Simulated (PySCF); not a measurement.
Match the calculated data to a structure.

* Triplet: lowest triplet excitation (Tamm–Dancoff): 6.29 eV [TDA wB97X-D/def2-SVPD]
* Polarisability: 67.5 au [wB97X-D/def2-SVPD]
* Rotational structure: rotational constants A, B, C: 5.507, 2.803, 2.181 GHz [GFN2-xTB]
* UV, strongest line: among the 8 lowest singlet transitions: S2 at 7.25 eV (171 nm, f = 0.041) [TDDFT wB97X-D/def2-SVPD]
* Dipole: 0.96 D [wB97X-D/def2-SVPD]
* UV, first state: lowest singlet excitation: 6.45 eV (192 nm, f = 0.006) [TDDFT wB97X-D/def2-SVPD]

Gas-phase values; electronic properties from PySCF, density fitting. Levels stand in brackets. Isolated species at its GFN2-xTB geometry (one conformer only).

Question: Which candidate is it?
A. `[H]/N=C/CCCC`
B. `C=CCNCC`
C. `CN[C@@H]1C[C@@H]1C`

Answer: C. It is `CN[C@@H]1C[C@@H]1C`. Numbering: `[CH3:1][NH:2][C@@H:3]1[CH2:4][C@@H:5]1[CH3:6]`. Its formula, C5H11N, gives 1 degree of unsaturation: 1 ring and 0 π bonds in the structure found. The optimised geometry has point group C1 and is an asymmetric top.

The others, at the same levels:
- `C=CCNCC` fails: its computed lowest singlet excitation is 5.88 eV (211 nm, f = 0.050) (against 6.45 eV), lowest triplet excitation (Tamm–Dancoff) is 4.59 eV (against 6.29 eV) and strongest line among the 8 lowest singlet transitions is S6 at 7.65 eV (162 nm, f = 0.454) (against S2 at 7.25 eV).
- `[H]/N=C/CCCC` fails: its computed lowest singlet excitation is 5.30 eV (234 nm, f = 0.002) (against 6.45 eV), lowest triplet excitation (Tamm–Dancoff) is 4.54 eV (against 6.29 eV) and strongest line among the 8 lowest singlet transitions is S3 at 8.14 eV (152 nm, f = 0.228) (against S2 at 7.25 eV).

Each candidate is one conformer, not necessarily the lowest. Dipoles, sizes and rotational constants follow the conformer. The torsions of the flexible species, by atom-mapped SMILES:
- `[CH3:1][NH:2][C@@H:3]1[CH2:4][C@@H:5]1[CH3:6]`: C1–N2–C3–C4 162°
- `[CH2:1]=[CH:2][CH2:3][NH:4][CH2:5][CH3:6]`: C1–C2–C3–N4 -114°, C2–C3–N4–C5 -70°, C3–N4–C5–C6 -174°
- `[H]/[N:6]=[CH:5]/[CH2:4][CH2:3][CH2:2][CH3:1]`: C1–C2–C3–C4 178°, C2–C3–C4–C5 -65°, C3–C4–C5–N6 127°
